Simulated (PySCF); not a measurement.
**TDDFT excited states: C3H2ClN**

Species: C3H2ClN.
SMILES: `N#C/C=C\Cl`

Method used: PySCF, TDDFT CAM-B3LYP/def2-SVPD, vertical, gas phase, core orbitals frozen in the response. Isolated species at its PBE0-D3(BJ)/def2-SVP geometry, gas phase.

| state | E (eV) | λ (nm) | f | symmetry | main configurations (H = HOMO, L = LUMO) |
| --- | --- | --- | --- | --- | --- |
| S1 | 5.83 | 212.7 | 0.336 | A′ | H→L (94%) |
| S2 | 6.31 | 196.5 | 0.0001 | – | H-2→L (70%), H-1→L (21%) |
| S3 | 6.46 | 191.8 | 0.0000 | – | H-1→L (76%), H-2→L (22%) |
| S4 | 6.74 | 184.0 | 0.0004 | – | H→L+1 (68%), H→L+4 (9%) |
| S5 | 7.22 | 171.7 | 0.0000 | – | H→L+2 (75%) |
| S6 | 7.47 | 165.9 | 0.033 | A′ | H-3→L (78%) |
| S7 | 7.76 | 159.8 | 0.011 | A″ | H-4→L (94%) |
| S8 | 7.78 | 159.4 | 0.0006 | – | H→L+4 (32%), H→L+3 (25%), H→L+1 (23%) |
| S9 | 8.33 | 148.8 | 0.0027 | A′ | H-1→L+2 (74%) |
| S10 | 8.46 | 146.6 | 0.0027 | A″ | H→L+3 (48%), H→L+5 (29%), H→L+4 (8%) |

Triplets, Tamm–Dancoff:

| state | E (eV) | λ (nm) | main configurations (H = HOMO, L = LUMO) |
| --- | --- | --- | --- |
| T1 | 3.45 | 359.5 | H→L (93%) |
| T2 | 5.89 | 210.7 | H-2→L (65%), H-1→L (10%) |
| T3 | 6.06 | 204.7 | H-3→L (52%), H-5→L (10%), H→L+9 (10%) |
| T4 | 6.30 | 196.9 | H-1→L (85%), H-2→L (11%) |

The lowest singlet lies at 5.83 eV (213 nm, ultraviolet) and is strong; its leading configuration is HOMO→LUMO (94%). The lowest level is also the most intense of those listed (f = 0.336). Löwdin shares by element: HOMO carbon 46% or more, chlorine 26%, nitrogen 16%; LUMO carbon 69%, nitrogen 15% (atoms not listed hold the other 16%). The oscillator strengths of these states sum to 0.387; summed over the whole spectrum of an exact calculation they would give the number of electrons, 44 (Thomas–Reiche–Kuhn). Of the 10 states listed, 3 reach f = 0.01 and 4 stay under 0.0005. The listed states span 2.63 eV, and the widest gap between neighbours is 0.55 eV (S8 to S9). All these states lie below the vertical ionisation energy of 10.43 eV (ΔSCF). Symmetry labels in Cs follow from the direction of the transition dipole and are given only for states with f of 0.002 or more. The window holds the lowest 10 singlets.

The run took 25 s wall on Arm Neoverse V1, one thread, no GPU, shared host.
